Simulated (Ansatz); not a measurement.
Si(NH2)H3 (SiNH5), 7 atoms. Hardware: 4 threads of Arm Neoverse V2 on a shared host.

(1) How many basis functions does each of these Ansatz runs have, and roughly what does it cost? LC-ωPBE (ω = 0.20 bohr⁻¹)/def2-TZVP, charge 1 doublet at the geometry of the charge 0 singlet, energy, from earlier orbitals; LC-ωPBE (ω = 0.30 bohr⁻¹)/def2-TZVP, charge 0 singlet, energy, from earlier orbitals; PBE-D4/def2-TZVPD, charge -1 doublet at the geometry of the charge 0 singlet, energy, from earlier orbitals; PBE0-D4/def2-TZVPD, charge 0 singlet, energy, from earlier orbitals; PBE-D4/def2-TZVP, charge 1 doublet at the geometry of the charge 0 singlet, energy, from earlier orbitals; r2SCAN-D4/def2-TZVPD, charge -1 doublet at the geometry of the charge 0 singlet, energy, from earlier orbitals; PBE0-D4/def2-TZVP, charge 0 singlet, frequencies; LC-ωPBE (ω = 0.15 bohr⁻¹)/def2-TZVP, charge 0 singlet, energy, from earlier orbitals; LC-ωPBE (ω = 0.20 bohr⁻¹)/def2-TZVP, charge -1 doublet at the geometry of the charge 0 singlet, energy, from earlier orbitals; LC-ωPBE (ω = 0.10 bohr⁻¹)/def2-TZVP, charge 1 doublet at the geometry of the charge 0 singlet, energy, from earlier orbitals; r2SCAN-D4/def2-TZVP, charge 1 doublet at the geometry of the charge 0 singlet, energy, from earlier orbitals; PBE-D4/def2-TZVP, charge 0 triplet at the geometry of the charge 0 singlet, energy, from earlier orbitals.

Answers

(1) Other jobs shared the machine, so times can vary by a factor of up to 3. A dash marks memory too small to be measured apart from the calling script's.

```csv
run,functions,fitting or Cholesky vectors,wall time,peak host memory (GiB)
"LC-ωPBE (ω = 0.15 bohr⁻¹)/def2-TZVP, charge 0 singlet, energy, from earlier orbitals",98,627,0.5 s,–
"LC-ωPBE (ω = 0.30 bohr⁻¹)/def2-TZVP, charge 0 singlet, energy, from earlier orbitals",98,627,0.5 s,–
"PBE0-D4/def2-TZVPD, charge 0 singlet, energy, from earlier orbitals",125,730,0.55 s,–
"PBE-D4/def2-TZVP, charge 1 doublet at the geometry of the charge 0 singlet, energy, from earlier orbitals",98,627,0.65 s,–
"PBE-D4/def2-TZVP, charge 0 triplet at the geometry of the charge 0 singlet, energy, from earlier orbitals",98,627,0.65 s,–
"LC-ωPBE (ω = 0.20 bohr⁻¹)/def2-TZVP, charge 1 doublet at the geometry of the charge 0 singlet, energy, from earlier orbitals",98,627,0.8 s,–
"LC-ωPBE (ω = 0.20 bohr⁻¹)/def2-TZVP, charge -1 doublet at the geometry of the charge 0 singlet, energy, from earlier orbitals",98,627,0.9 s,–
"LC-ωPBE (ω = 0.10 bohr⁻¹)/def2-TZVP, charge 1 doublet at the geometry of the charge 0 singlet, energy, from earlier orbitals",98,627,1 s,–
"PBE-D4/def2-TZVPD, charge -1 doublet at the geometry of the charge 0 singlet, energy, from earlier orbitals",125,709,1.2 s,–
"r2SCAN-D4/def2-TZVP, charge 1 doublet at the geometry of the charge 0 singlet, energy, from earlier orbitals",98,627,1.4 s,–
"r2SCAN-D4/def2-TZVPD, charge -1 doublet at the geometry of the charge 0 singlet, energy, from earlier orbitals",125,709,2.5 s,–
"PBE0-D4/def2-TZVP, charge 0 singlet, frequencies",98,643,14 s,–
```
